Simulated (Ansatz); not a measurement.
```xyz
6

O     0.4929    1.3025   -0.4647
P     0.5869   -0.3286   -0.2535
S    -1.3286   -0.9390    0.3942
H     0.9303    1.7567    0.2608
H     0.2739   -0.6304   -1.6016
H    -0.9554   -1.1612    1.6648
```

Charge 0, multiplicity 1.

Question: List the CAM-B3LYP/def2-TZVPP orbital energies in eV (Ansatz 0.2.0). (Estimate.)

Answer: Ansatz gave: Occupied: -2419.92, -2100.34, -523.14, -217.96, -181.40, -162.54, -162.46, -162.34, -131.42, -131.38, -131.25, -30.49, -22.77, -19.05, -15.25, -13.83, -13.15, -12.11, -10.77, -9.03, -8.49. Lowest empty: 0.67, 1.21, 1.62, 2.56, 2.91, 5.65, 6.30, 6.58.
